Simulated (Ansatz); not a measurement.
in.yaml

```yaml
crystal:
  periodic: [false, false, false]
  atoms:
    - {symbol: Sb, position_ang: [0.000000, 0.000000, 0.000000]}
    - {symbol: H, position_ang: [0.000000, 0.000000, 5.695000]}
basis:
  gaussian: {orbitals: def2-SVP}
correlation: {active_space: {window: {electrons: 2, orbitals: 2}, states: [{multiplicity: 1, irrep: 12, weights: [1]}]}}
scf: {lower_state_search: light}
```

```sh
$ ansatz run in.yaml --threads 1 --pin off --events-out ev --progress --plain --max-ram 2393MiB
```

(1) What does the program do with this input?

## Answers

(1) Stopped by an error. The input was made wrong on purpose (irrep not in the group), so the run isn't a sound calculation of what was asked.
```
619 factors; integrals over basis functions are off by at most 7.5e-8 eV
mean field evaluation 1: about -6514.3917 eV, gradient 1.4e1 eV
mean field evaluation 2: about -6514.3917 eV, gradient 1.4e1 eV
mean field evaluation 4: about -6514.9133 eV, gradient 9.7e0 eV
mean field evaluation 8: about -6515.0729 eV, gradient 8.2e0 eV
mean field evaluation 16: about -6517.7311 eV, gradient 1.3e-6 eV
mean field evaluation 32: about -6517.5343 eV, gradient 2.6e-6 eV
mean field evaluation 64: about -6517.3327 eV, gradient 6.1e0 eV
mean field evaluation 96: about -6517.1913 eV, gradient 5.9e0 eV
mean field evaluation 128: about -6517.5344 eV, gradient 2.9e-2 eV
mean field -6517.73113148 eV, -239.5222012050 hartree, gradient 3.4e-6 eV, S^2 0.000000; 11 other end points of the search recorded, 0 dependent functions left out
reference -6517.73113148 eV, -239.5222012050 hartree; 12, 12 occupied and 19, 19 virtual orbitals, 619 factors
Error: the irrep 12 is not accepted for these orbitals, which take A1, B1, B2, A2, or 1 to 4
```
